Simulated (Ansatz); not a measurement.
We consider chalcopyrite ZnGeP₂, described by HSE06 in Ansatz (plane waves, PAW).

Settings: plane-wave cutoff 460 eV, 6×6×6 k mesh, Fermi–Dirac smearing 0.01 eV, scalar-relativistic PAW data made under PBE.

Cell (measured lattice):

```
ZnGeP2
1.0
   -2.73000     2.73000     5.35500
    2.73000    -2.73000     5.35500
    2.73000     2.73000    -5.35500
Zn Ge P
2 2 4
Direct
  0.00000   0.00000   0.00000
  0.75000   0.25000   0.50000
  0.50000   0.50000   0.00000
  0.25000   0.75000   0.50000
  0.87500   0.87283   0.49783
  0.12717   0.62500   0.00217
  0.37500   0.37717   0.50217
  0.62283   0.12500   0.99783
```

### Question
Predict the band gap and smallest direct gap on the k points sampled.

### Answer

- band gap: 1.85 eV (indirect)
- smallest direct gap on the k points sampled: 1.99 eV

Measured, for comparison: band gap 2.05 eV (temperature not stated, no zero-point or thermal correction, pseudodirect, our sources range from 1.80 to 2.20; as tabulated in Rashkeev et al. (1999), arXiv:cond-mat/9809378).

Note: cell and atoms aren't relaxed at this level (pressure 0.5 GPa).

Spin–orbit coupling is not included.

Static lattice: no zero-point or thermal effects.

Ansatz is an electronic-structure program.
